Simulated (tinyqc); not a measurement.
A ladder of methods, and size consistency: correlation methods against full CI in the sto-6g basis, for H2O, spin multiplicity 1. Computed by the program tinyqc with PySCF. Command: `OMP_NUM_THREADS=1 python tinyqc.py 110220 110221 out.jsonl`; one thread of a shared host (Intel(R) Xeon(R) Processor @ 2.60GHz), about 0.9 s.

Geometry (angstrom):

| atom | x | y | z |
|---|---|---|---|
| O | 0.0000 | 0.0000 | 0.0000 |
| H | 0.0000 | 0.8030 | 0.4880 |
| H | 0.0000 | -0.8490 | 0.5160 |

RHF energy of one = -75.666906 hartree

All electrons correlated; +Q is the Davidson correction (1 - c0^2) E_corr. The last columns treat two copies 100 angstrom apart as one system. FCI is the lowest singlet.

Correlation energies (hartree):

| method | E_corr of one | share of FCI (%) | E_corr of two at 100 angstrom | two minus twice one (mhartree) |
|---|---|---|---|---|
| MP2 | -0.035043 | 70.7550 | -0.070087 | 0.0000 |
| CISD | -0.048778 | 98.4861 | -0.095120 | 2.4358 |
| CISD+Q | -0.050063 | 101.0800 | -0.099742 | 0.3830 |
| CCSD | -0.049363 | 99.6677 | -0.098726 | 0.0000 |
| CCSD(T) | -0.049465 | 99.8739 | -0.098930 | 0.0000 |
| FCI | -0.049528 | 100.0000 | - | - |

MP2 recovers 71 %, CISD 98.5 % and CCSD 99.7 % of the FCI value (c0^2 = 0.974 in CISD). MP2 and coupled cluster are size consistent, so their last column vanishes; CISD loses 2.44 mhartree, since a double excitation on each copy is a quadruple of the pair, and the Davidson correction leaves +0.38.
